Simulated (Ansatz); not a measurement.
A made-up structure of AlBSiH2, singlet:

```tsv
atom	x (Å)	y (Å)	z (Å)
B1	0.2926	-0.0069	1.1254
Si2	-0.3164	-0.0716	-0.9897
Al3	-0.8501	-1.3886	0.7846
H4	-0.1809	0.5477	-2.2603
H5	1.0393	0.8482	1.4861
```

It is relaxed with PBE-D4/def2-SVP and then PBE0-D4/def2-TZVP (Ansatz 0.2.0). Atoms count as bonded within 1.22 times the sum of their covalent radii (H–H: 0.88 Å). The end point is not checked to be a true minimum.

**Question.** Does its bonding change? (Judge from chemistry; the calculation decides.)

**Answer.** The calculation gives: No: no bond forms or breaks.

Where it ends: The first stage lowers the energy by 0.70 eV in 5 steps. It ends as AlBSiH₂ ([BH]1[Al][SiH]1):
B1  (0.321, 0.108, 0.901)
Si2  (-0.410, -0.217, -0.924)
Al3  (-0.916, -1.490, 0.825)
H4  (-0.059, 0.652, -2.100)
H5  (1.050, 0.876, 1.444)
(Å)

Labels in which every atom is bracketed show which atoms are joined, not bond orders.

For scale, one of the runs: PBE0-D4/def2-TZVP relaxation, 117 basis functions, launched by `ansatz run in.yaml --threads 2 --pin off --events-out ev --progress --plain --max-ram 4352MiB`. Hardware: 2 CPU threads of an Arm Neoverse V1, shared host. Wall time about 9 s.
